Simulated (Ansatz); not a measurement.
# 1T (CdI2-type) SnSe2

Level of theory: PBE-D3(BJ) (PAW; Ansatz, a first-principles code).

Run with plane-wave cutoff 500 eV, 12×12×8 k mesh (along the axes of the cell as run), Fermi–Dirac smearing 0.05 eV, scalar-relativistic PAW data made under PBE.

Cell (relaxed at this level):

```yaml
crystal:
  lattice:
    - [1.91994, -3.32544, 0.00000]
    - [1.91994, 3.32544, 0.00000]
    - [0.00000, 0.00000, 6.00693]
  atoms:
    - { symbol: Sn, position: [0.00000, 0.00000, 0.00000] }
    - { symbol: Se, position: [0.33333, 0.66667, 0.26529] }
    - { symbol: Se, position: [0.66667, 0.33333, 0.73471] }
```

```json
{
  "band_gap": "0.37 eV (on the SCF k mesh)"
}
```

Measured, for comparison: band gap 0.98 eV (temperature not stated, no zero-point or thermal correction, indirect, our sources range from 0.98 to 1.06; as tabulated in Gonzalez and Oleynik (2016), arXiv:1609.04381).

Spin–orbit coupling is not included.
